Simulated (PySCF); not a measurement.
Coordinates in bohr (charge 0 multiplicity 1):
```
Mg    1.7987    3.1155    0.0000
Mg   -3.5975    0.0000    0.0000
Mg    1.7987   -3.1155    0.0000
```

Computed with PBE0 in PySCF with Mg def2-TZVP; no relativity; density-fitted integrals.

This geometry of Mg₃ is a stationary point at this level.

What is the point group?

D3h.

Is it a minimum?

Yes: all harmonic wavenumbers are real.

Which band is strongest in the infrared?

125 cm⁻¹ (e'), 0 km/mol.

Give the ideal-gas entropy at 298.15 K and 1 bar by parts.

translation 162.2, rotation 97.2, vibration 37.3, spin 0.0; total 296.8 J/(mol K).

Only a few start shapes were tried, so a lower isomer may exist.
